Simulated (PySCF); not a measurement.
Compound: C₄H₁₀NP.
Numbering: `[CH3:1][CH2:2][P:3]1(=[NH:4])[CH2:5][CH2:6]1`

Geometry (GFN2-xTB, Å), atoms numbered from 1 in this order:
```
atom  x, y, z in Å
C1    -2.174    0.015    0.070
C2    -0.919   -0.683    0.571
P3     0.491   -0.216   -0.543
N4     0.453   -0.292   -2.100
C5     2.011   -0.131    0.470
C6     1.315    1.224    0.148
H7    -3.046   -0.285    0.649
H8    -2.345   -0.232   -0.977
H9    -2.057    1.096    0.142
H10   -1.037   -1.769    0.531
H11   -0.678   -0.396    1.595
H12    0.269   -1.215   -2.472
H13    2.037   -0.426    1.509
H14    2.946   -0.304   -0.048
H15    0.893    1.755    0.991
H16    1.832    1.869   -0.550
```

NICS = −σ at a ghost point: NICS(0) at the centroid of the ring atoms, NICS(1) 1 Å to either side along the normal of their mean plane, zz for the tensor component along that normal. Level: GIAO PBE0/pcSseg-1 (PySCF, non-relativistic, gas phase) on the GFN2-xTB geometry, one conformer.

Ring bond lengths (Å), with Mayer bond orders in brackets: P3–C5 1.828 (0.86), C5–C6 1.558 (0.91), C6–P3 1.797 (0.92).

Task: What do the NICS probes read (ppm)?

Result: 
```tsv
ring	type	NICS(0)	NICS(1), two faces	NICS(1)zz, two faces	rms pucker (Å)	centre to ring atoms, mean (Å)
P3–C5–C6	3-membered ring with P; formal bonds all single	-24.7	-7.9 / -4.8	-15.2 / -10.1	0.00	1.00
```

Task: What can be read from them?

Result: 
- P3–C5–C6: mean NICS(1)zz -12.7 ppm, shielded. P3, C5, C6 have four or more neighbours; no verdict on aromaticity is drawn. The two faces differ by 5.1 ppm, so no symmetry operation interchanges them. NICS(0) lies 18 ppm below the mean NICS(1).

Task: At the second NICS(1) probe listed for ring P3–C5–C6, 1 Å off the ring, how large is the induced field along the normal in 9.4 T applied along it?

Result: NICSzz × B0 = -10.1 ppm × 9.4 T = -95 μT, against the applied field.

Task: How shielded are the nuclei of the rings and their hydrogens (means over atoms taken as equivalent)?

Result: 
```tsv
atoms	environment	σ isotropic (ppm)	principal values of the symmetric part, first atom (ppm)
P3	phosphorus bonded to 3 C and N	419.1	260.8, 280.9, 715.5
C5 (×2)	sp3 carbon bound to phosphorus	173.1	142.2, 172.6, 188.9
H13 (×2)	methylene hydrogen	30.86	25.7, 27.8, 38.9
H14 (×2)	methylene hydrogen	30.21	25.8, 27.4, 37.4
```
